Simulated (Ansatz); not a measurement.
Basis sets compared for Mg3H3 (the lowest doublet isomer of a short search). Total charge 0; doublet. Geometry PBE-D4/def2-TZVP. Ansatz on 4 threads of Arm Neoverse V2 on a shared host; times are rough, and most runs start from earlier orbitals.

Cartesian coordinates in Å:
```
Mg -0.988 -0.019 1.575
Mg 0.809 -0.545 -0.509
Mg -1.625 2.137 -0.426
H 0.820 0.395 1.136
H 1.889 -0.826 -1.813
H -0.904 -1.142 0.037
```

The structure comes from a short search, and lower isomers may exist.

Binding counts from free atoms (Mg singlet, H doublet) in the same basis, without a counterpoise term.

```csv
level,functions,energy (Eh),HOMO (eV),LUMO (eV),binding per atom (eV),wall time
PBE-D4/def2-SVP,69,-601.3916,-4.08,-3.14,1.27,0.85 s
PBE-D4/def2-TZVP (with forces),114,-601.6090,-4.07,-3.13,1.28,1.2 s
r2SCAN-D4/def2-TZVP,114,-601.8994,-4.25,-2.76,1.36,3.1 s
PBE0-D4/def2-SVP,69,-601.4499,-4.75,-2.48,1.27,1.4 s
PBE0-D4/def2-TZVP,114,-601.6673,-4.75,-2.47,1.28,2.4 s
```

(1) Estimate the rows for PBE-D4/def2-TZVPD, r2SCAN-D4/def2-TZVPD, PBE0-D4/def2-TZVPD.

## Answers

(1) 
```json
{"level": "PBE-D4/def2-TZVPD", "functions": "132", "energy (Eh)": "-601.6097", "HOMO (eV)": "-4.07", "LUMO (eV)": "-3.13", "binding per atom (eV)": "1.28", "wall time": "1.5 s"}
{"level": "r2SCAN-D4/def2-TZVPD", "functions": "132", "energy (Eh)": "-601.9000", "HOMO (eV)": "-4.25", "LUMO (eV)": "-2.76", "binding per atom (eV)": "1.36", "wall time": "3.8 s"}
{"level": "PBE0-D4/def2-TZVPD", "functions": "132", "energy (Eh)": "-601.6680", "HOMO (eV)": "-4.74", "LUMO (eV)": "-2.47", "binding per atom (eV)": "1.28", "wall time": "1.6 s"}
```
